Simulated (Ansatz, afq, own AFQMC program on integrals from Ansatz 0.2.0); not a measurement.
## NHO, singlet: AFQMC among the cluster methods

| atom | x (Å) | y (Å) | z (Å) |
| --- | --- | --- | --- |
| N | 0.0000 | -0.1121 | 0.4609 |
| O | 0.0000 | 0.0464 | -0.4646 |
| H | 0.0000 | 0.8217 | 0.9695 |

Connectivity, by distances: NH–O.

Basis cc-pVDZ. Only valence electrons are correlated. Ansatz 0.2.0 and our own AFQMC program on the same integrals; the CISD trial comes from CCSD amplitudes, and released means the phaseless constraint is let go. Free AFQMC starts from the CCSD state and is never constrained. Its projection time is finite, and what remains of the start isn't in its error. ± is one standard error of the sampling.

Determinant: RHF, the one that the program's search chose, which needn't be the lowest solution. The geometry is a point of a scan.

No full CI on the walks' own integrals is used here; CCSDT(Q) serves as the reference and is uncertain by about the last step of the cluster series.

The T1 diagnostic is 0.0119, the weight of the determinant in the CISD state is 0.910 and the size of the correlated space is 12 electrons in 31 orbitals.

Reference: CCSDT(Q), correlation energy -9.093 eV. The released energy is read at 2.40 1/Eh (meV from the phaseless value at times in 1/Eh: -10 ± 11 at 0.24, -5 ± 11 at 0.51, 3 ± 12 at 0.99, 8 ± 14 at 1.62, -4 ± 21 at 2.40).

```tsv
level	E − E(reference) (mEh)	share of correlation (%)
HF	334.15	0.00
MP2	25.89	92.25
CCSD	8.76	97.38
CCSD(T)	1.12	99.66
CCSDT	0.73	99.78
ph-AFQMC/HF	-4.93 ± 2.31	101.48
ph-AFQMC/CISD	-0.06 ± 0.42	100.02
released AFQMC	-0.20 ± 0.75	100.06
free AFQMC	0.49 ± 0.61	99.85
```

Free projections are given only where their last times agree within the noise and don't stop above the reference; a slow remainder of the start can still hide under it. A walk keeps the symmetry of its determinant, which the program's search chose and which needn't be the lowest solution, so a lower state of the same spin and another symmetry isn't excluded. Released energies are given only where the last usable release times agree within the noise; a slower fall can still hide under it.
